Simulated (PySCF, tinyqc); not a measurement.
Worked calculation: FCI on RHF in the sto-6g basis, frozen core, for LiH, spin multiplicity 1. The lowest restricted solution is unstable here: a spin-polarised one lies 0.0295 hartree lower (PySCF). One step of it, computed by the program tinyqc.

Problem. Integrals over molecular orbitals. (pq|rs) = sum C_ip C_jq C_kr C_ls (ij|kl), one index at a time.

coefficients C:
```
               MO1        MO2        MO3       MO4        MO5        MO6
1Li 1s    0.994230  -0.139737  -0.206725  0.000000   0.000000  -0.099374
1Li 2s    0.023388   0.520669   0.803352  0.000000   0.000000   0.435822
1Li 2px   0.000000   0.000000   0.000000  0.899275  -0.437384   0.000000
1Li 2py   0.000000   0.000000   0.000000  0.437384   0.899275   0.000000
1Li 2pz  -0.004333   0.311999  -0.564689  0.000000   0.000000   0.824926
2H 1s    -0.001022   0.634892  -0.258424  0.000000   0.000000  -0.819997
```

core Hamiltonian H = T + V (hartree), lower triangle:
```
            1Li 1s     1Li 2s    1Li 2px    1Li 2py    1Li 2pz      2H 1s
1Li 1s   -4.659977
1Li 2s   -0.988490  -1.299060
1Li 2px   0.000000   0.000000  -1.068472
1Li 2py   0.000000   0.000000   0.000000  -1.068472
1Li 2pz  -0.006836  -0.071985   0.000000   0.000000  -1.119625
2H 1s    -0.037623  -0.277681   0.000000   0.000000  -0.397346  -1.099733
```

Two-electron integrals (ij|kl) in chemists' order, unique and non-zero (hartree):
```
(11|11) 1.681247   (21|11) 0.242603   (21|21) 0.044507   (22|11) 0.397190
(22|21) 0.090279   (22|22) 0.290625   (31|31) 0.009437   (32|31) 0.014261
(32|32) 0.064236   (33|11) 0.397190   (33|21) 0.090279   (33|22) 0.290625
(33|33) 0.313125   (41|41) 0.009437   (42|41) 0.014261   (42|42) 0.064236
(43|43) 0.016875   (44|11) 0.397190   (44|21) 0.090279   (44|22) 0.290625
(44|33) 0.279374   (44|44) 0.313125   (51|51) 0.009437   (52|51) 0.014261
(52|52) 0.064236   (53|53) 0.016875   (54|54) 0.016875   (55|11) 0.397190
(55|21) 0.090279   (55|22) 0.290625   (55|33) 0.279374   (55|44) 0.279374
(55|55) 0.313125   (61|11) 0.008736   (61|21) 0.001586   (61|22) 0.003319
(61|33) 0.003270   (61|44) 0.003270   (61|51) 0.000213   (61|52) 0.000460
(61|55) 0.003417   (61|61) 0.000063   (62|11) 0.052201   (62|21) 0.012191
(62|22) 0.046228   (62|33) 0.043530   (62|44) 0.043530   (62|51) 0.001845
(62|52) 0.014405   (62|55) 0.051624   (62|61) 0.000542   (62|62) 0.016743
(63|31) 0.000619   (63|32) 0.003634   (63|53) 0.001694   (63|63) 0.000709
(64|41) 0.000619   (64|42) 0.003634   (64|54) 0.001694   (64|64) 0.000709
(65|11) 0.073894   (65|21) 0.017340   (65|22) 0.067158   (65|33) 0.062666
(65|44) 0.062666   (65|51) 0.002883   (65|52) 0.022579   (65|55) 0.076142
(65|61) 0.000787   (65|62) 0.026003   (65|65) 0.040553   (66|11) 0.209559
(66|21) 0.049393   (66|22) 0.203689   (66|33) 0.188334   (66|44) 0.188334
(66|51) 0.006819   (66|52) 0.068878   (66|55) 0.234400   (66|61) 0.002210
(66|62) 0.101346   (66|65) 0.160942   (66|66) 0.774999
```

Give: one-electron integrals over orbitals h = C^T H C; Two-electron integrals over orbitals.

Solution.

one-electron integrals over orbitals h = C^T H C (hartree), lower triangle:
```
         1        2        3        4        5        6
1  -4.6529
2   0.0963  -1.2087
3   0.1615  -0.0061  -1.0806
4   0.0000   0.0000   0.0000  -1.0685
5   0.0000   0.0000   0.0000   0.0000  -1.0685
6   0.0524  -0.0702  -0.0157   0.0000   0.0000  -1.0292
```

Two-electron integrals over orbitals (pq|rs), unique and non-zero (hartree); the lowest 1 orbital is frozen and left out:
```
(22|22) 0.4308    (32|22) -0.0689   (32|32) 0.0313    (33|22) 0.2111
(33|32) 0.0183    (33|33) 0.3190    (42|42) 0.0204    (43|42) 0.0215
(43|43) 0.0416    (44|22) 0.2295    (44|32) 0.0216    (44|33) 0.2768
(44|44) 0.3131    (52|52) 0.0204    (53|52) 0.0215    (53|53) 0.0416
(54|54) 0.0169    (55|22) 0.2295    (55|32) 0.0216    (55|33) 0.2768
(55|44) 0.2794    (55|55) 0.3131    (62|22) -0.1040   (62|32) 0.0550
(62|33) 0.0161    (62|44) 0.0456    (62|55) 0.0456    (62|62) 0.1337
(63|22) 0.0661    (63|32) -0.0262   (63|33) -0.0375   (63|44) -0.0129
(63|55) -0.0129   (63|62) -0.0453   (63|63) 0.0384    (64|42) 0.0170
(64|43) 0.0103    (64|64) 0.0182    (65|52) 0.0170    (65|53) 0.0103
(65|65) 0.0182    (66|22) 0.3952    (66|32) -0.0498   (66|33) 0.2401
(66|44) 0.2527    (66|55) 0.2527    (66|62) -0.0729   (66|63) 0.0463
(66|66) 0.3853
```
